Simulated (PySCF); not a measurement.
Basis-set dependence of population analyses: `C[PH](C)=O`

Compound: C₂H₇OP.
Bonds: C1–P2, P2–C3, P2–O4 (double). Hydrogens: H5, H6, H7 on C1; H8 on P2; H9, H10, H11 on C3.

PBE0 throughout (PySCF), one geometry, spherical d and f functions. Isolated species at its PBE0-D3(BJ)/def2-SVP geometry, gas phase. Atoms taken as equivalent share a column and are averaged.

Mulliken charges (e):

```tsv
basis	functions	C1/C3	P2	O4	H5 (×6)	H8
pcSseg-0	54	-1.078	+1.176	-0.789	+0.280	+0.087
cc-pVDZ	95	-0.262	+0.555	-0.483	+0.081	-0.037
aug-cc-pVDZ	159	+0.338	+0.954	-0.880	-0.169	+0.267
IGLO-III	219	-0.540	+0.997	-0.668	+0.144	-0.112
cc-pVTZ	222	-0.353	+0.562	-0.508	+0.115	-0.036
```

IAO charges (e):

```tsv
basis	functions	C1/C3	P2	O4	H5 (×6)	H8
pcSseg-0	54	-0.688	+1.218	-0.822	+0.175	-0.070
cc-pVDZ	95	-0.686	+1.391	-0.889	+0.164	-0.115
aug-cc-pVDZ	159	-0.693	+1.402	-0.923	+0.169	-0.106
IGLO-III	219	-0.710	+1.454	-0.940	+0.170	-0.117
cc-pVTZ	222	-0.708	+1.437	-0.927	+0.170	-0.116
```

Some averages cover members that differ in this geometry, most widely: H5 (×6), Mulliken in aug-cc-pVDZ -0.211 to -0.135; H5 (×6), Mulliken in IGLO-III +0.122 to +0.159; H5 (×6), Mulliken in pcSseg-0 +0.263 to +0.291 e.

**Question.** Which scheme is steadiest as the basis changes?

**Answer.** Largest range over the bases for any column: IAO 0.24 e, Mulliken 1.42 e. IAO charges move least and Mulliken charges most, counted in e.

**Question.** How much do the charges still move between the two largest bases, IGLO-III and cc-pVTZ?

**Answer.** At most, over all atoms: Mulliken 0.435 e, IAO 0.017 e.

**Question.** What do the same runs give for the total energy, the frontier levels and the dipole moment?

**Answer.** 
```csv
basis,energy (Eh),HOMO (eV),LUMO (eV),μ (D)
pcSseg-0,-495.8774,-7.24,1.49,4.34
cc-pVDZ,-496.7066,-7.30,1.45,4.00
aug-cc-pVDZ,-496.7280,-7.65,-0.28,4.38
IGLO-III,-496.8070,-7.73,0.46,4.32
cc-pVTZ,-496.7958,-7.62,0.86,4.20
```

The dipole is fixed by the density alone, so its range of 0.38 D shows that the density itself changes with the basis, not only its division among atoms.
